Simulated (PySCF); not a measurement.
# PN: the SCF solver's settings

Aim: find out which solver settings change the answer for PN.

Computed with PySCF 2.14.0. Level: each script names its method and basis.

1 further run of the same task is left out (it didn't finish).

## (1) The system as given

PN: 2 atoms, charge 0, spin multiplicity 1.

Bond lengths: P1–N2 1.780 Å.

## (2) The base run

File input.py:

```python
from pyscf import gto, scf
from pyscf.hessian import thermo

mol = gto.M(
    atom='P 0 0 0; N 0 0 1.78',
    basis='6-31+g*',
    charge=0,
    spin=0,
    verbose=4,
)
mf = scf.RHF(mol)
mf.kernel()
hess = mf.Hessian().kernel()
print('wavenumber (cm^-1) =', thermo.harmonic_analysis(mol, hess)['freq_wavenumber'].round(1))
mf.dip_moment()
print('orbital energies (hartree):', mf.mo_energy[..., max(0, mol.nelec[1]-3):mol.nelec[0]+3].round(4))
```

The run is started by

```console
> OMP_NUM_THREADS=1 python input.py
```

Its log is not repeated here.

It gives: E(SCF) = -395.026443 Eh, 9 cycles, μ = 3.23 D, wavenumbers 499 cm⁻¹.

The bond length is a typed value, not an optimised one, so the wavenumber is not that of the minimum.

## (3) DIIS space 20

Variant 1 changes DIIS space: default → 20.

Changes to input.py since step 2:

```diff
@@ -11,2 +11,3 @@
 mf = scf.RHF(mol)
+mf.diis_space = 20
 mf.kernel()
```

The run is started by

```console
> OMP_NUM_THREADS=1 python input.py
```

Standard output, cut to the lines that bear on the results:

```text
[lines on the frontier levels of each cycle are left out]
PySCF version 2.14.0

[INPUT] verbose = 4
[INPUT] num. atoms = 2
[INPUT] num. electrons = 22
[INPUT] charge = 0
[INPUT] spin (= nelec alpha-beta = 2S) = 0
[INPUT] symmetry False subgroup None
[INPUT] Mole.unit = angstrom
[INPUT] Symbol           X                Y                Z      unit          X                Y                Z       unit  Magmom
[INPUT]  1 P      0.000000000000   0.000000000000   0.000000000000 AA    0.000000000000   0.000000000000   0.000000000000 Bohr   0.0
[INPUT]  2 N      0.000000000000   0.000000000000   1.780000000000 AA    0.000000000000   0.000000000000   3.363712501726 Bohr   0.0

nuclear repulsion = 31.2155096329214
number of shells = 18
number of NR pGTOs = 86
number of NR cGTOs = 40
basis = 6-31+g*
ecp = {}

******** <class 'pyscf.scf.hf.RHF'> ********
method = RHF
initial guess = minao
damping factor = 0
level_shift factor = 0
DIIS = <class 'pyscf.scf.diis.CDIIS'>
diis_start_cycle = 1
diis_space = 20
diis_damp = 0
SCF conv_tol = 1e-09
SCF conv_tol_grad = None
SCF max_cycles = 50
direct_scf = True
direct_scf_tol = 1e-13
Set gradient conv threshold to 3.16228e-05
Initial guess from minao.
init E= -394.572159617766
cycle= 1 E= -395.000039324625  delta_E= -0.428  |g|= 0.249  |ddm|= 1.59
cycle= 2 E= -394.996739743223  delta_E= 0.0033  |g|= 0.324  |ddm|= 0.544
cycle= 3 E= -395.024274123072  delta_E= -0.0275  |g|= 0.0703  |ddm|= 0.288
cycle= 4 E= -395.026035873596  delta_E= -0.00176  |g|= 0.0186  |ddm|= 0.0663
cycle= 5 E= -395.026348848851  delta_E= -0.000313  |g|= 0.00816  |ddm|= 0.0449
cycle= 6 E= -395.026427293546  delta_E= -7.84e-05  |g|= 0.00424  |ddm|= 0.0279
cycle= 7 E= -395.026443049227  delta_E= -1.58e-05  |g|= 0.00034  |ddm|= 0.0172
cycle= 8 E= -395.026443141965  delta_E= -9.27e-08  |g|= 3.82e-05  |ddm|= 0.00123
cycle= 9 E= -395.026443142636  delta_E= -6.71e-10  |g|= 4.67e-06  |ddm|= 7.48e-05
Extra cycle  E= -395.026443142649  delta_E= -1.3e-11  |g|= 2.67e-06  |ddm|= 9.18e-06
converged SCF energy = -395.026443142649
wavenumber (cm^-1) = [499.3]
Dipole moment(X, Y, Z, Debye): -0.00000, -0.00000, -3.22753
orbital energies (hartree): [-0.4779 -0.398  -0.398  -0.0096 -0.0096  0.0608]
```

Wall time 4.7 s (1 thread of Arm Neoverse V1, shared host).

Outcome: E(SCF) = -395.026443 Eh (no change), 9 cycles, μ = 3.23 D, wavenumbers 499 cm⁻¹.

## (4) Damping 0.2

Variant 2 changes damping: none → 0.2.

Changes to input.py since step 2:

```diff
@@ -11,2 +11,4 @@
 mf = scf.RHF(mol)
+mf.damp = 0.2
+mf.diis_start_cycle = 8
 mf.kernel()
```

The run is started by

```console
> OMP_NUM_THREADS=1 python input.py
```

Standard output, cut to the lines that bear on the results:

```text
[lines on the frontier levels of each cycle are left out]
[... 23 set-up lines left out, the same as in an earlier log ...]
damping factor = 0.2
[... 2 set-up lines left out, the same as in an earlier log ...]
diis_start_cycle = 8
diis_space = 8
[... 8 set-up lines left out, the same as in an earlier log ...]
init E= -394.572159617766
cycle= 1 E= -395.000039324625  delta_E= -0.428  |g|= 0.249  |ddm|= 1.59
cycle= 2 E= -395.006251526569  delta_E= -0.00621  |g|= 0.266  |ddm|= 0.461
cycle= 3 E= -394.996007984839  delta_E= 0.0102  |g|= 0.334  |ddm|= 0.425
cycle= 4 E= -394.979199764762  delta_E= 0.0168  |g|= 0.415  |ddm|= 0.528
cycle= 5 E= -394.955608060249  delta_E= 0.0236  |g|= 0.518  |ddm|= 0.658
cycle= 6 E= -394.917824258903  delta_E= 0.0378  |g|= 0.621  |ddm|= 0.811
cycle= 7 E= -394.866377706551  delta_E= 0.0514  |g|= 0.782  |ddm|= 0.988
cycle= 8 E= -394.53115060976  delta_E= 0.335  |g|= 1.26  |ddm|= 1.56
cycle= 9 E= -393.775133549488  delta_E= 0.756  |g|= 2.13  |ddm|=  2.4
cycle= 10 E= -395.014224044302  delta_E= -1.24  |g|= 0.198  |ddm|= 1.36
cycle= 11 E= -395.02617114601  delta_E= -0.0119  |g|= 0.0223  |ddm|= 0.193
cycle= 12 E= -395.026415014892  delta_E= -0.000244  |g|= 0.00549  |ddm|= 0.0366
cycle= 13 E= -395.026434443161  delta_E= -1.94e-05  |g|= 0.00382  |ddm|= 0.0118
cycle= 14 E= -395.026440754258  delta_E= -6.31e-06  |g|= 0.00174  |ddm|= 0.00556
cycle= 15 E= -395.0264430714  delta_E= -2.32e-06  |g|= 0.000207  |ddm|= 0.00573
cycle= 16 E= -395.026443141777  delta_E= -7.04e-08  |g|= 4.22e-05  |ddm|= 0.00116
cycle= 17 E= -395.026443142647  delta_E= -8.7e-10  |g|= 2.69e-06  |ddm|= 0.00011
Extra cycle  E= -395.026443142651  delta_E= -4.04e-12  |g|= 2.33e-06  |ddm|= 4.99e-06
converged SCF energy = -395.026443142651
wavenumber (cm^-1) = [499.3]
Dipole moment(X, Y, Z, Debye): -0.00000,  0.00000, -3.22753
orbital energies (hartree): [-0.4779 -0.398  -0.398  -0.0096 -0.0096  0.0608]
```

Wall time 4.7 s (1 thread of Arm Neoverse V1, shared host).

Result: E(SCF) = -395.026443 Eh (no change), 17 cycles, μ = 3.23 D, wavenumbers 499 cm⁻¹.

The script also starts DIIS later, which adds to the count of cycles.

## (5) Level shift 1 hartree

Variant 3 changes level shift: none → 1 hartree.

Changes to input.py since step 2:

```diff
@@ -11,2 +11,3 @@
 mf = scf.RHF(mol)
+mf.level_shift = 1.0
 mf.kernel()
```

The run is started by

```console
> OMP_NUM_THREADS=1 python input.py
```

Standard output, cut to the lines that bear on the results:

```text
[lines on the frontier levels of each cycle are left out]
[... 24 set-up lines left out, the same as in an earlier log ...]
level_shift factor = 1.0
[... 11 set-up lines left out, the same as in an earlier log ...]
init E= -394.572159617766
cycle= 1 E= -394.99483965542  delta_E= -0.423  |g|= 0.288  |ddm|= 1.59
cycle= 2 E= -395.017835450557  delta_E= -0.023  |g|= 0.121  |ddm|= 0.176
cycle= 3 E= -395.02317348911  delta_E= -0.00534  |g|= 0.0666  |ddm|= 0.0912
cycle= 4 E= -395.025134934578  delta_E= -0.00196  |g|= 0.0377  |ddm|= 0.0638
cycle= 5 E= -395.025845460727  delta_E= -0.000711  |g|= 0.0223  |ddm|= 0.0382
cycle= 6 E= -395.026164153944  delta_E= -0.000319  |g|= 0.0138  |ddm|= 0.028
cycle= 7 E= -395.026315551091  delta_E= -0.000151  |g|= 0.00896  |ddm|= 0.0206
cycle= 8 E= -395.026385244688  delta_E= -6.97e-05  |g|= 0.00602  |ddm|= 0.0149
cycle= 9 E= -395.026418084298  delta_E= -3.28e-05  |g|= 0.00419  |ddm|= 0.0117
cycle= 10 E= -395.026432128077  delta_E= -1.4e-05  |g|= 0.00308  |ddm|= 0.00855
[... 5 lines of further cycles left out ...]
cycle= 16 E= -395.026443028455  delta_E= -1.15e-07  |g|= 0.000371  |ddm|= 0.000892
cycle= 17 E= -395.026443085187  delta_E= -5.67e-08  |g|= 0.000276  |ddm|= 0.000604
cycle= 18 E= -395.026443113154  delta_E= -2.8e-08  |g|= 0.000213  |ddm|= 0.000418
cycle= 19 E= -395.026443127583  delta_E= -1.44e-08  |g|= 0.000159  |ddm|= 0.000286
cycle= 20 E= -395.02644313479  delta_E= -7.21e-09  |g|= 0.000122  |ddm|= 0.000196
cycle= 21 E= -395.02644313856  delta_E= -3.77e-09  |g|= 9.27e-05  |ddm|= 0.000133
cycle= 22 E= -395.026443140534  delta_E= -1.97e-09  |g|= 6.96e-05  |ddm|= 8.77e-05
cycle= 23 E= -395.026443141552  delta_E= -1.02e-09  |g|= 5.14e-05  |ddm|= 5.27e-05
cycle= 24 E= -395.026443142082  delta_E= -5.3e-10  |g|= 3.76e-05  |ddm|= 3.52e-05
cycle= 25 E= -395.026443142356  delta_E= -2.74e-10  |g|= 2.73e-05  |ddm|= 2.3e-05
Extra cycle  E= -395.026443141904  delta_E= 4.52e-10  |g|= 5.31e-05  |ddm|= 5.92e-05
converged SCF energy = -395.026443141904
wavenumber (cm^-1) = [499.3]
Dipole moment(X, Y, Z, Debye):  0.00000,  0.00000, -3.22711
orbital energies (hartree): [-0.4779 -0.398  -0.398  -0.0096 -0.0096  0.0608]
```

Wall time 4.8 s (1 thread of Arm Neoverse V1, shared host).

Outcome: E(SCF) = -395.026443 Eh (no change), 25 cycles, μ = 3.23 D, wavenumbers 499 cm⁻¹.

## (6) Convergence threshold 1e-07 hartree

Variant 4 changes convergence threshold: default → 1e-07 hartree.

Changes to input.py since step 2:

```diff
@@ -11,2 +11,3 @@
 mf = scf.RHF(mol)
+mf.conv_tol = 1e-07
 mf.kernel()
```

The run is started by

```console
> OMP_NUM_THREADS=1 python input.py
```

Standard output, cut to the lines that bear on the results:

```text
[lines on the frontier levels of each cycle are left out]
[... 29 set-up lines left out, the same as in an earlier log ...]
SCF conv_tol = 1e-07
[... 4 set-up lines left out, the same as in an earlier log ...]
Set gradient conv threshold to 0.000316228
[... 1 set-up line left out, the same as in an earlier log ...]
init E= -394.572159617766
cycle= 1 E= -395.000039324625  delta_E= -0.428  |g|= 0.249  |ddm|= 1.59
cycle= 2 E= -394.996739743223  delta_E= 0.0033  |g|= 0.324  |ddm|= 0.544
cycle= 3 E= -395.024274123072  delta_E= -0.0275  |g|= 0.0703  |ddm|= 0.288
cycle= 4 E= -395.026035873596  delta_E= -0.00176  |g|= 0.0186  |ddm|= 0.0663
cycle= 5 E= -395.026348848851  delta_E= -0.000313  |g|= 0.00816  |ddm|= 0.0449
cycle= 6 E= -395.026427293546  delta_E= -7.84e-05  |g|= 0.00424  |ddm|= 0.0279
cycle= 7 E= -395.026443049227  delta_E= -1.58e-05  |g|= 0.00034  |ddm|= 0.0172
cycle= 8 E= -395.026443141965  delta_E= -9.27e-08  |g|= 3.82e-05  |ddm|= 0.00123
Extra cycle  E= -395.026443142016  delta_E= -5.14e-11  |g|= 4.5e-05  |ddm|= 7.34e-05
converged SCF energy = -395.026443142016
wavenumber (cm^-1) = [499.4]
Dipole moment(X, Y, Z, Debye): -0.00000, -0.00000, -3.22789
orbital energies (hartree): [-0.4779 -0.398  -0.398  -0.0096 -0.0096  0.0608]
```

It took 4.7 s on 1 thread of Arm Neoverse V1, shared host.

Result: E(SCF) = -395.026443 Eh (no change), 8 cycles, μ = 3.23 D, wavenumbers 499 cm⁻¹.

## (7) Initial guess sap

Variant 5 changes initial guess: minao → sap.

Changes to input.py since step 2:

```diff
@@ -11,2 +11,3 @@
 mf = scf.RHF(mol)
+mf.init_guess = 'sap'
 mf.kernel()
```

The run is started by

```console
> OMP_NUM_THREADS=1 python input.py
```

Standard output, cut to the lines that bear on the results:

```text
[lines on the frontier levels of each cycle are left out]
[... 22 set-up lines left out, the same as in an earlier log ...]
initial guess = sap
[... 12 set-up lines left out, the same as in an earlier log ...]
Initial guess from superposition of atomic potentials (doi:10.1021/acs.jctc.8b01089)
This is the Gaussian fit version as described in doi:10.1063/5.0004046.
Found SAP basis sapgrasplarge
init E= -394.427016550398
cycle= 1 E= -393.265569178381  delta_E= 1.16  |g|= 2.14  |ddm|= 3.39
cycle= 2 E= -391.661205320669  delta_E=  1.6  |g|= 3.23  |ddm|= 4.24
cycle= 3 E= -394.832966390302  delta_E= -3.17  |g|= 0.797  |ddm|= 2.11
cycle= 4 E= -395.001453030559  delta_E= -0.168  |g|= 0.282  |ddm|= 0.57
cycle= 5 E= -395.025655417463  delta_E= -0.0242  |g|= 0.0229  |ddm|= 0.234
cycle= 6 E= -395.025924858617  delta_E= -0.000269  |g|= 0.0352  |ddm|= 0.0545
cycle= 7 E= -395.026272605756  delta_E= -0.000348  |g|= 0.0176  |ddm|= 0.0331
cycle= 8 E= -395.026440200158  delta_E= -0.000168  |g|= 0.00212  |ddm|= 0.0499
cycle= 9 E= -395.026442850852  delta_E= -2.65e-06  |g|= 0.000958  |ddm|= 0.00535
cycle= 10 E= -395.026443138704  delta_E= -2.88e-07  |g|= 5.11e-05  |ddm|= 0.00105
cycle= 11 E= -395.026443142614  delta_E= -3.91e-09  |g|= 7.09e-06  |ddm|= 0.00025
cycle= 12 E= -395.026443142653  delta_E= -3.91e-11  |g|= 6.3e-07  |ddm|= 2.77e-05
Extra cycle  E= -395.026443142653  delta_E= 5.68e-13  |g|= 3.77e-07  |ddm|= 1.69e-06
converged SCF energy = -395.026443142653
wavenumber (cm^-1) = [499.3]
Dipole moment(X, Y, Z, Debye): -0.00000, -0.00000, -3.22752
orbital energies (hartree): [-0.4779 -0.398  -0.398  -0.0096 -0.0096  0.0608]
```

It took 4.7 s on 1 thread of Arm Neoverse V1, shared host.

Result: E(SCF) = -395.026443 Eh (no change), 12 cycles, μ = 3.23 D, wavenumbers 499 cm⁻¹.

## (8) Comparison

```tsv
run	E(SCF) (hartree)	from base (eV)	cycles	gap (eV)	SCF dipole (D)	after the SCF
base	-395.026443	0	9	10.57	3.23	highest mode 499 cm⁻¹
DIIS space 20	-395.026443	0.0000	9	10.57	3.23	highest mode 499 cm⁻¹
damping 0.2	-395.026443	0.0000	17	10.57	3.23	highest mode 499 cm⁻¹
level shift 1 hartree	-395.026443	0.0000	25	10.57	3.23	highest mode 499 cm⁻¹
convergence threshold 1e-07 hartree	-395.026443	0.0000	8	10.57	3.23	highest mode 499 cm⁻¹
initial guess sap	-395.026443	0.0000	12	10.57	3.23	highest mode 499 cm⁻¹
```

Wall time on 1 thread of Arm Neoverse V1, shared host, start-up included: base 4.7 s; DIIS space 20 4.7 s; damping 0.2 4.7 s; level shift 1 hartree 4.8 s; convergence threshold 1e-07 hartree 4.7 s; initial guess sap 4.7 s.

Distance from each run's final energy (log10 hartree) by cycle:

```tsv
run	cycle 1	cycle 2	cycle 3	cycle 5	cycle 8	cycle 12
base	-1.6	-1.5	-2.7	-4.0	-9.2	done
DIIS space 20	-1.6	-1.5	-2.7	-4.0	-9.2	done
damping 0.2	-1.6	-1.7	-1.5	-1.1	-0.3	-4.6
level shift 1 hartree	-1.5	-2.1	-2.5	-3.2	-4.2	-5.7
convergence threshold 1e-07 hartree	-1.6	-1.5	-2.7	-4.0	-10.3	done
initial guess sap	0.2	0.5	-0.7	-3.1	-5.5	< -11
```

No change of the SCF energy comes from DIIS space 20 or damping 0.2 or level shift 1 hartree or convergence threshold 1e-07 hartree or initial guess sap. The base needs 9 cycles and the run with level shift 1 hartree needs 25. The cycles with DIIS space 20 repeat those of the base digit for digit, so the setting never acted.
